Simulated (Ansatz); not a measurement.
# H₂S (triplet): the correlation ladder at distance H1–H2 along a hydrogen transfer = 0.693 Å, cc-pVTZ

How much of the correlation energy of H₂S (triplet) does each wave-function method recover here?

The runs use Ansatz 0.2.0, Gaussian basis; cc-pVTZ, correlated electrons: outside noble gas.

To be run: UHF; CCSD(T) on ROHF; CCSD(T) on UHF; BCCD(T) on ROHF; CISD; CCSDT(Q) on ROHF; CCSDT(Q) on UHF; CASSCF and NEVPT2, 4 electrons in 4 orbitals; CASSCF and MRCISD+Q, 8 electrons in 6 orbitals; CASSCF and NEVPT2, 8 electrons in 6 orbitals.

## (1) The system

The geometry derives from fragments relaxed apart (PBE0/def2-TZVP) and kept rigid, so it is no stationary point. A hydrogen atom is moved between rigid fragments.

3 atoms, charge 0, spin multiplicity 3.

Atoms are counted from 1 here; the program's logs count them from 0.

Bond lengths: H1–H2 0.693 Å.

In the tables R marks a restricted open-shell determinant and U an unrestricted one; 'pair' is the active space of 4 electrons in 4 orbitals; 'valence' is the active space of 8 electrons in 6 orbitals; correlation energies count from the lowest restricted Hartree-Fock solution.

## (2) UHF

in.yaml

```yaml
crystal:
  periodic: [false, false, false]
  atoms:
    - {symbol: H, position_ang: [0.000000, 0.000000, -1.028333]}
    - {symbol: H, position_ang: [0.000000, 0.000000, -0.335333]}
    - {symbol: S, position_ang: [0.000000, 0.000000, 1.363667]}
basis:
  gaussian: {orbitals: cc-pVTZ}
magnetization: {spin_polarized: true, initial_magnetization: 2}
hamiltonian: {xc: hf}
output: {orbitals: {seedname: orbitals}}
```

Started as:

```console
> ansatz run in.yaml --threads 1 --pin off --events-out ev --progress --plain --max-ram 2393MiB
```

Further steps of the session: CCSD(T) on ROHF; CCSD(T) on UHF; BCCD(T) on ROHF; CISD; CCSDT(Q) on ROHF; CCSDT(Q) on UHF; CASSCF and NEVPT2, 4 electrons in 4 orbitals; CASSCF and MRCISD+Q, 8 electrons in 6 orbitals; CASSCF and NEVPT2, 8 electrons in 6 orbitals.

**Question.** What will the summary of the whole plan be? Wanted: correlation energy, UCCSDT(Q); RMP2 from UCCSDT(Q); UMP2 from UCCSDT(Q); RCCSD from UCCSDT(Q); RCCSD(T) from UCCSDT(Q); UCCSD(T) from UCCSDT(Q); RCCSDT(Q) from UCCSDT(Q); NEVPT2 pair from UCCSDT(Q); NEVPT2 valence from UCCSDT(Q).

As calculated:

| quantity | value |
| --- | --- |
| correlation energy, UCCSDT(Q) | -5.5138 eV |
| RMP2 from UCCSDT(Q) | +21.90 kcal/mol |
| UMP2 from UCCSDT(Q) | +22.69 kcal/mol |
| RCCSD from UCCSDT(Q) | +4.52 kcal/mol |
| RCCSD(T) from UCCSDT(Q) | +0.68 kcal/mol |
| UCCSD(T) from UCCSDT(Q) | +0.66 kcal/mol |
| RCCSDT(Q) from UCCSDT(Q) | +0.03 kcal/mol |
| NEVPT2 pair from UCCSDT(Q) | +22.08 kcal/mol |
| NEVPT2 valence from UCCSDT(Q) | +28.31 kcal/mol |
| MRCISD+Q valence from UCCSDT(Q) | +1.11 kcal/mol |
| levels of the table within 1 kcal/mol (43 meV) | RCCSD(T), UCCSD(T), BCCD(T), RCCSDT, UCCSDT, RCCSDT(Q) |
| T1 diagnostic | 0.020 |
| effectively unpaired electrons | 2.00 |

RCCSD(T) lands +0.68 kcal/mol from the yardstick (0.5 % of the correlation energy). One determinant dominates. Of the multireference levels listed MRCISD+Q valence comes nearest in total energy (+1.11 kcal/mol), which doesn't show that its space is the better one. These misses are within one basis, not against nature; the frozen cores of restricted and unrestricted runs differ, which can shift their rows.
